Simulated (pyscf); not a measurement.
H₂N–NH–SiH₃ + H atom (H•) -> silylamine (H₂N–SiH₃) + amino radical (NH₂•), a substitution at N (doublet surface; N–N broken, H–N formed). PySCF, gas phase, ωB97X-D3(BJ)/def2-SVP geometries. Correlated levels are frozen-core, on RHF or UHF. ΔMP2 is the change of the MP2 total energy from the triple- to the quadruple-zeta basis. Energies in kJ/mol from the separated reactants.

Small-basis levels: PySCF, no dispersion term, spherical d functions. AM1 to PM7: differences of heats of formation from MOPAC, which are fitted to 298 K values and so differ in kind from electronic energies by zero-point and thermal terms. GFN2-xTB: tblite. Open shells are spin-unrestricted. 

```json
[
 {"level": "HF/STO-3G", "barrier": "119.6", "reaction energy": "-223.8"},
 {"level": "HF/3-21G", "barrier": "121.4", "reaction energy": "-196.1"},
 {"level": "MP2/6-31G*", "barrier": "116.0", "reaction energy": "-130.3"},
 {"level": "SVWN5/6-31G*", "barrier": "3.0", "reaction energy": "-95.9"},
 {"level": "B3LYP/3-21G", "barrier": "14.4", "reaction energy": "-161.5"},
 {"level": "B3LYP/6-31G*", "barrier": "41.6", "reaction energy": "-168.5"},
 {"level": "B3LYP/6-311+G**", "barrier": "?", "reaction energy": "-187.8"},
 {"level": "PBE/def2-SVP", "barrier": "31.3", "reaction energy": "-130.1"},
 {"level": "B3LYP/def2-SVP", "barrier": "?", "reaction energy": "-161.7"},
 {"level": "GFN2-xTB", "barrier": "99.6", "reaction energy": "-0.2"},
 {"level": "PM6", "barrier": "32.9", "reaction energy": "-132.2"},
 {"level": "PM7", "barrier": "26.3", "reaction energy": "-144.2"},
 {"level": "CCSD(T)/def2-TZVPP + ΔMP2(QZVPP)", "barrier": "?", "reaction energy": "-182.1"}
]
```

Task: Complete the blanks.

Result: 
- B3LYP/6-311+G**, barrier: 38.7
- B3LYP/def2-SVP, barrier: 49.4
- CCSD(T)/def2-TZVPP + ΔMP2(QZVPP), barrier: 52.3

Against the last row the barrier runs from -49.3 (SVWN5/6-31G*) to +69.1 kJ/mol (HF/3-21G). CCSD(T)/def2-TZVPP + ΔMP2(QZVPP) has limits of its own. Abstraction by the radical was not located in this set and often lies lower. H₂N–NH–SiH₃ lies 240.0 kJ/mol over its isomer H₂N–SiH₂–NH₂ (electronic energy, ωB97M-D3(BJ)/def2-TZVP). This is the saddle that the search found; another between the same sides may lie lower. The angle at the attacked N is 152°. The CCSD(T) − MP2 part came from Ansatz, without density fitting, on the same reference.
